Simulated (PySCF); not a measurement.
# MgB: changing the method

What do other methods print for MgB?

Method: method and basis as typed in the scripts; program: PySCF 2.14.0.

1 further run of the same task is left out (it didn't finish).

## Step 1: The system as given

MgB: 2 atoms, charge 0, spin multiplicity 2.

Bond lengths: Mg1–B2 2.170 Å.

## Step 2: The base run

input.py

```python
from pyscf import gto, scf

mol = gto.M(
    atom='Mg 0 0 0; B 0 0 2.17',
    basis='3-21g',
    charge=0,
    spin=1,
    verbose=4,
)
mf = scf.UHF(mol)
mf.kernel()
mf.dip_moment()
print('orbital energies (hartree):', [e[max(0, n-3):n+3].round(4) for e, n in zip(mf.mo_energy, mol.nelec)])
```

Launch:

```bash
$ python input.py
```

## Step 3: Pbe (UKS)

Run 1 changes functional: none (Hartree–Fock) → pbe; SCF type: UHF → UKS; step after the SCF: none → analyze.

input.py

```python
from pyscf import gto, dft

mol = gto.M(
    atom='Mg 0 0 0; B 0 0 2.17',
    basis='3-21g',
    charge=0,
    spin=1,
    verbose=4,
)
mf = dft.UKS(mol, xc='pbe')
mf.kernel()
mf.analyze()
print('orbital energies (hartree):', [e[max(0, n-3):n+3].round(4) for e, n in zip(mf.mo_energy, mol.nelec)])
```

## Step 4: Lc_wpbe (UKS)

Run 2 changes functional: none (Hartree–Fock) → lc_wpbe; SCF type: UHF → UKS; step after the SCF: none → analyze.

input.py

```python
from pyscf import gto, dft

mol = gto.M(
    atom='Mg 0 0 0; B 0 0 2.17',
    basis='3-21g',
    charge=0,
    spin=1,
    verbose=4,
)
mf = dft.UKS(mol, xc='lc_wpbe')
mf.kernel()
mf.analyze()
print('orbital energies (hartree):', [e[max(0, n-3):n+3].round(4) for e, n in zip(mf.mo_energy, mol.nelec)])
```

## Step 5: TDHF

Run 3 changes step after the SCF: none → tddft; number of roots: none → 6.

input.py, as its differences from that of step 2:

```diff
@@ -1,2 +1,2 @@
-from pyscf import gto, scf
+from pyscf import gto, scf, tdscf
 
@@ -11,2 +11,6 @@
 mf.kernel()
+td = tdscf.TDHF(mf)
+td.nstates = 6
+td.kernel()
+td.analyze()
 mf.dip_moment()
```

## Step 6: Pw6b95 (UKS)

Run 4 changes functional: none (Hartree–Fock) → pw6b95; SCF type: UHF → UKS; step after the SCF: none → analyze.

input.py

```python
from pyscf import gto, dft

mol = gto.M(
    atom='Mg 0 0 0; B 0 0 2.17',
    basis='3-21g',
    charge=0,
    spin=1,
    verbose=4,
)
mf = dft.UKS(mol, xc='pw6b95')
mf.kernel()
mf.analyze()
print('orbital energies (hartree):', [e[max(0, n-3):n+3].round(4) for e, n in zip(mf.mo_energy, mol.nelec)])
```

## Step 7: Polarisability

Run 5 changes step after the SCF: none → polarizability.

input.py, as its differences from that of step 2:

```diff
@@ -1,2 +1,3 @@
 from pyscf import gto, scf
+from pyscf.prop.polarizability import uhf as pol
 
@@ -11,2 +12,4 @@
 mf.kernel()
+print('polarizability (a.u.)')
+print(pol.Polarizability(mf).polarizability().round(4))
 mf.dip_moment()
```

## Step 8: Mn15l (UKS)

Run 6 changes functional: none (Hartree–Fock) → mn15l; SCF type: UHF → UKS; step after the SCF: none → analyze.

input.py

```python
from pyscf import gto, dft

mol = gto.M(
    atom='Mg 0 0 0; B 0 0 2.17',
    basis='3-21g',
    charge=0,
    spin=1,
    verbose=4,
)
mf = dft.UKS(mol, xc='mn15l')
mf.kernel()
mf.analyze()
print('orbital energies (hartree):', [e[max(0, n-3):n+3].round(4) for e, n in zip(mf.mo_energy, mol.nelec)])
```

What does the calculation give? Wanted: for each run, E(SCF); from base; gap, α spin; SCF dipole; after the SCF.

As calculated:

```
           run  E(SCF) (hartree)  from base (eV)  cycles  gap, α spin (eV)  SCF dipole (D)              after the SCF
          base       -222.830705               0      14              6.96            1.17                        n/a
     pbe (UKS)       -223.269704  not comparable      12              0.27            1.72                        n/a
 lc_wpbe (UKS)       -223.300977  not comparable      11              6.81            2.15                        n/a
          TDHF       -222.830705          0.0000      14              6.96            1.17  lowest root found 0.00 eV
  pw6b95 (UKS)       -223.679415  not comparable      15              2.34            1.72                        n/a
polarisability       -222.830705          0.0000      14              6.96            1.17                        n/a
   mn15l (UKS)       -223.095153  not comparable      10              0.76            1.56                        n/a
```

The α-spin gap between the frontier levels is 0.3 eV with pbe (0 % exact exchange) and 2.3 eV with pw6b95 (28 %): exact exchange opens it. A lower total energy from another functional means nothing by itself.
